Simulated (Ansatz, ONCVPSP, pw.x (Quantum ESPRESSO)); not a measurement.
beryllium (bcc): variants of one ONCV potential in the solid

beryllium, optimised norm-conserving Vanderbilt (ONCV), made with ONCVPSP 4.0.1.1 (patched build) (PBEsol, scalar-relativistic). Core [He], reference 2s0.5 (charge +1.5). Waves: 2s: rc 2.05 bohr, ncon 3, nbas 7, qcut 2.7 1/bohr, 2 projectors, debl 1.3 Ha; p scattering state at 0.27 Ha: rc 2.00 bohr, ncon 3, nbas 7, qcut 4.9 1/bohr, 2 projectors, debl 2.6 Ha; d scattering state at 0.1 Ha: rc 1.85 bohr, ncon 4, nbas 8, qcut 4.4 1/bohr, 3 projectors, debl 1.6 Ha. Local part: polynomial inside 1.85 bohr (lpopt 5, dvloc0 2 Ha). Core correction: Teter function, fcfact 4.25, rcfact 1.6.

In the p channel the program set the typed energies aside and used 0.050, 2.650 Ha.

Crystal test: bcc Be in pw.x 7.5, no spin, 18³ k-points, Fermi–Dirac smearing 0.01 Ry, cutoffs set for each file from its atomic test. The reference is all-electron LAPW (Ansatz 0.2.0) with the same functional, mesh and smearing; V0 and B0 come from Birch–Murnaghan fits to the pressures at five volumes. Errors are pseudo minus all-electron; Δ is the rms difference of the E(V) curves that follow from these fits, minima aligned, over ±6 % about the mean V0. Mesh and smearing are coarse, so the numbers serve the comparison and aren't converged zero-temperature values; the lattice is a test structure that the element need not adopt.

All-electron: a0 = 2.493 Å (V0 = 7.75 Å³/atom), B0 = 123.4 GPa.

Base: This is a poor potential for the solid.

2 further variants are left out: they gave no file fit for a test, a broken result, the same result as the base, or pressures whose basis-set error rivals the error shown.

```csv
change,cutoffs (Ry),pw.x,a0 (Å),a0 error (%),B0 error (%),Δ (meV/atom),mean pressure error (GPa)
base,75/300,converged; energies reset by the program,2.506,+0.52,+0.5,3.3,+1.99
core correction none,75/300,converged; energies reset by the program,2.471,-0.90,-0.6,5.6,-3.22
s: rc 2.88,50/200,converged; energies reset by the program,2.508,+0.62,+2.8,4.0,+2.44
```

**Question.** Give the row for: local potential polynomial inside 1.24 bohr (lpopt 5, dvloc0 2 Ha).

**Answer.** pw.x: converged; energies reset by the program; mean pressure error (GPa): +0.43; a0 (Å): 2.496; a0 error (%): +0.11; B0 error (%): +1.8; Δ (meV/atom): 0.7.
